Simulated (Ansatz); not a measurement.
Geometry optimisation, RKS PBE0-D4/6-31G* (Ansatz).

Input file:

```yaml
crystal:
  periodic: [false, false, false]
  atoms:
    - { symbol: Si, position_ang: [0.0, 0.0, 0.0] }
    - { symbol: H, position_ang: [0.0, 0.0, 1.46] }
    - { symbol: O, position_ang: [1.5842, 0.0, -0.5594] }
    - { symbol: H, position_ang: [1.9006, -0.9521, -0.6761] }
    - { symbol: C, position_ang: [-0.8808, 1.5259, -0.6227] }
    - { symbol: H, position_ang: [-1.9334, 1.2723, -0.8671] }
    - { symbol: H, position_ang: [-0.8624, 2.3106, 0.1622] }
    - { symbol: H, position_ang: [-0.3704, 1.9025, -1.5336] }
    - { symbol: H, position_ang: [-0.6877, -1.1914, -0.4862] }
basis:
  gaussian: { orbitals: "6-31G*" }
hamiltonian:
  xc: pbe0
  dispersion: d4
relax:
  f_tol: 0.02
  max_steps: 40
```

Command:

```bash
$ ansatz run input.yaml --threads 1 --pin off --max-ram 2048MiB --backend cpu --events-out ev --progress --plain --runs-dir out
```

Task: Where does it end, and by what steps?

Result: It converged. After 9 steps the energy has fallen by 0.165 eV; H6 moved furthest, 0.55 Å.

| step | energy less start (eV) | largest force component (eV/Å) | accepted |
| --- | --- | --- | --- |
| 0 | 0.0000 | 2.028 | yes |
| 1 | -0.1017 | 0.742 | yes |
| 2 | -0.1223 | 0.258 | yes |
| 3 | -0.1482 | 0.238 | yes |
| 4 | -0.1608 | 0.077 | yes |
| 5 | -0.1439 | 0.484 | no |
| 6 | -0.1624 | 0.028 | yes |
| 7 | -0.1640 | 0.103 | yes |
| 8 | -0.1572 | 0.199 | no |
| 9 | -0.1647 | 0.009 | yes |

```xyz
9
Properties=species:S:1:pos:R:3
Si -0.045 -0.064 -0.090
H -0.187 -0.255 1.387
O 1.558 0.052 -0.529
H 2.111 -0.706 -0.310
C -0.868 1.522 -0.625
H -1.934 1.511 -0.373
H -0.410 2.385 -0.131
H -0.776 1.662 -1.707
H -0.700 -1.240 -0.744
```

Whether the end is a true minimum wasn't checked by a vibrational analysis.

Run time: 24 s on 1 thread of Arm Neoverse V1, with other jobs on the host, peak memory 0.13 GiB.
